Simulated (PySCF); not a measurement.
Species: benzene radical anion, C6H6 (charge -1 and doublet state).
Bonds: C1–C2, C2–C3 (double), C3–C4, C4–C5 (double), C5–C6, C1–C6. Hydrogens: H7 on C1; H8 on C2; H9 on C3; H10 on C4; H11 on C5; H12 on C6.

Computed with PySCF, PBE0-D3(BJ)/def2-SVP geometry optimisation, gas phase.

Problem. What internal coordinates does the optimisation give?

Solution. 
```
                  bond  length (bohr)          order
C1–C2 and 3 like bonds          2.639  single/double
          C1–C6, C3–C4          2.756         single
C1–H7 and 5 like bonds          2.073         single
```

Bonds in one row agree within 0.02 bohr and their mean is given. Orders are formal, as drawn. A selection of angles:
```
   angle  degrees
C2–C1–C6    118.3
C2–C1–H7    120.7
C1–C2–C3    123.1
C1–C2–H8    118.5
C2–C3–C4    118.7
C2–C3–H9    120.5
```

Torsions: C6–C1–C2–C3 0° (synperiplanar); C1–C2–C3–C4 0° (synperiplanar); C2–C3–C4–C5 0° (synperiplanar); C3–C4–C5–C6 0° (synperiplanar); C4–C5–C6–C1 0° (synperiplanar); C2–C1–C6–C5 0° (synperiplanar).

The 6 heavy atoms lie in one plane (0.000 Å rms). The 6-membered ring C1–C2–C3–C4–C5–C6 has internal angles of 118.2° to 123.1°; it is planar, 0.00 Å rms from its mean plane, widest ring torsion 0°. The 6 C–C bonds span 1.394 Å (C5–C6, drawn single in one of several resonance forms) to 1.458 Å (C1–C6, drawn single), a spread of 0.064 Å. C1 (carbon bonded to 2 C and H) is planar (angles 121.0°, 120.7° and 118.3°, sum 360.0°, 0.00 Å off the plane of its three neighbours).

Point group: D2h (tolerance 0.08 Å). No frequency check. ⟨S²⟩ = 0.765 (exact for a doublet: 0.75). Whether the extra electron is bound in the gas phase wasn't checked; a finite basis holds it in any case. The geometry's basis has no diffuse functions, a weakness for an anion.

On one thread, Arm Neoverse V1 (aarch64), no GPU (shared host), this took 63 s and 0.47 GiB of memory at its peak. These figures are those of the optimisation.
